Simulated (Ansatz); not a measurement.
# How methods differ on [BH4]− (borohydride)

The species is [BH4]− (5 atoms), meant as a singlet with charge -1. SMILES: `[BH4-]`. Geometry: relaxed at GFN2-xTB.

Each level gives the vertical energy of the triplet above the singlet (eV). The values are calculated.

```tsv
level	kind	program	value (eV)	less FCI/3-21G	CPU time (all runs)
SVWN5/3-21G	LDA	Ansatz	9.87	-0.11	3.2 s
BLYP/3-21G	GGA	Ansatz	9.92	-0.06	5.9 s
r2SCAN/3-21G	meta-GGA	Ansatz	9.90	-0.08	12 s
PBE0/3-21G	global hybrid	Ansatz	10.00	+0.02	2.6 s
HSE06/3-21G	range-separated hybrid	Ansatz	9.99	+0.01	5.6 s
wB97X/3-21G	range-separated hybrid	Ansatz	10.47	+0.49	12 s
B2PLYP/3-21G	double hybrid	Ansatz	10.27	+0.29	3.1 s
BCCD(T)/3-21G	coupled cluster or CI	Ansatz	10.19	+0.21	1.1 s
FCI/3-21G	exact in the basis	Ansatz	9.98	0.00	62 s
```

FCI/3-21G is exact within its basis and frozen core, so for wave-function methods in that basis the difference is their error; functionals converge differently with the basis, so for them it is only a difference. Sets without diffuse functions describe the anion poorly. The values span 9.87 to 10.47 eV. A triplet this far above the singlet is often a Rydberg-like or dissociative state; sets without diffuse functions put Rydberg states too high. All rows use very small basis sets, so even the best lies far from the true value. CPU times are rough (shared hosts, several kinds of processor): they show what a rung costs within a factor of a few.
